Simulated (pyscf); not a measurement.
H₂N–SiH₂–Cl (SMILES N[SiH2]Cl) + H• (SMILES [H]) → H₂N–SiH₂–Cl (SMILES N[SiH2]Cl) + H• (SMILES [H]) (substitution at Si; doublet surface; H–Si broken, H–Si formed). Single points on ωB97X-D3(BJ)/def2-SVP structures (PySCF, gas phase). Correlated levels are frozen-core, on RHF or UHF. ΔMP2 is the change of the MP2 total energy from the triple- to the quadruple-zeta basis. Energies in kJ/mol from the separated reactants.

| level | barrier | reaction energy |
|---|---|---|
| ωB97X-D3(BJ)/def2-TZVP | 46.4 | 0.0 |
| PBE/def2-TZVP | (withheld) | 0.0 |
| r²SCAN/def2-TZVP | 19.0 | 0.0 |
| PBE0-D3(BJ)/def2-TZVP | 32.8 | 0.0 |
| M06-2X/def2-TZVP | 50.7 | 0.0 |
| HF/def2-TZVP | 108.1 | 0.0 |
| CCSD(T)/def2-TZVPP + ΔMP2(QZVPP) | (withheld) | 0.0 |

Question: Some entries are withheld; supply them.

Answer: 
- PBE/def2-TZVP, barrier: 23.1
- CCSD(T)/def2-TZVPP + ΔMP2(QZVPP), barrier: 51.3

Of the functionals in the table, M06-2X is closest to CCSD(T)/def2-TZVPP + ΔMP2(QZVPP) in the barrier (0.6 kJ/mol apart) and r²SCAN least close (32.3 kJ/mol); that level has limits of its own. This is the saddle that the search found; another between the same sides may lie lower. The angle at the attacked Si is 62° (front-side attack). The CCSD(T) − MP2 part came from Ansatz, without density fitting, on the same reference.
